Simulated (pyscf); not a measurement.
ZnH₂ + methyl (CH₃•) → ZnH• + methane (CH₄) (hydrogen abstraction; doublet surface; H–Zn broken, C–H formed). Structures and frequencies: ωB97X-D3(BJ)/def2-SVP in PySCF. Correlated levels are frozen-core, on RHF or UHF. ΔMP2 is the change of the MP2 total energy from the triple- to the quadruple-zeta basis. Energies in kcal/mol from the separated reactants.

```csv
level,barrier,reaction energy
B3LYP-D3(BJ)/def2-TZVP,2.0,-31.4
PBE0-D3(BJ)/def2-TZVP,2.0,-31.7
M06-2X/def2-TZVP,3.6,-35.8
ωB97M-D3(BJ)/def2-TZVP,4.8,-30.5
MP2/def2-QZVPP,6.2,-28.1
CCSD(T)/def2-TZVPP,5.8,-30.1
CCSD(T)/def2-TZVPP + ΔMP2(QZVPP),?,?
```

Question: Some entries are withheld; supply them.

Answer: 
- CCSD(T)/def2-TZVPP + ΔMP2(QZVPP), barrier: 5.4
- CCSD(T)/def2-TZVPP + ΔMP2(QZVPP), reaction energy: -27.8

This is the saddle that the search found; another between the same sides may lie lower. The angle at the transferred H is 180°. The CCSD(T) − MP2 part came from Ansatz, without density fitting, on the same reference. The frozen core leaves the outer d or s,p core shells of the metals and heavy elements correlated in the MP2 and CC values, and def2-TZVPP describes them poorly, which can shift differences by a few kcal/mol. Elements up to Kr have no core potential and no relativistic terms here.
